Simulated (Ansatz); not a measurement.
Total energies of the cluster SiC₂ from Ansatz at PBE0-D4/def2-TZVP, gas phase (1 Eh = 27.2114 eV = 2625.5 kJ/mol). The reference geometry is relaxed at PBE-D4/def2-TZVP.

```xyz
3

Si    0.140   -0.353    1.095
C     0.391    0.609   -0.467
C    -0.531   -0.256   -0.628
```

```csv
state,geometry,energy (Eh)
charge 0 singlet,reference,-365.33835
charge 1 doublet,reference,-364.97745
charge 0 triplet,relaxed at PBE-D4/def2-TZVP,-365.28106
charge 0 quintet,relaxed at PBE-D4/def2-TZVP,-365.17531
free Si atom (triplet),–,-289.24943
free C atom (triplet),–,-37.80537
```

(1) Work out the vertical ionisation energy to the doublet.

(2) Which of the charge 0 states is lowest, and how far above it are the others?

(3) What is the binding energy per atom against free atoms?

(1) E(charge 1 doublet) − E(charge 0 singlet) = -364.97745 − (-365.33835) = 0.36090 Eh = 9.82 eV. For comparison, −ε of the highest occupied level is 7.53 eV at this level, 2.29 eV less.

(2) The singlet. triplet: -365.28106 − (-365.33835) = 0.05729 Eh = 150.4 kJ/mol; quintet: -365.17531 − (-365.33835) = 0.16304 Eh = 428.1 kJ/mol.

(3) Atoms: 1 × (-289.24943) + 2 × (-37.80537) = -364.86017 Eh. Binding: -364.86017 − (-365.33835) = 0.47818 Eh = 13.01 eV, or 4.34 eV for each of 3 atoms (no zero-point energy, no counterpoise term).

The structure comes from a short search, and lower isomers may exist.
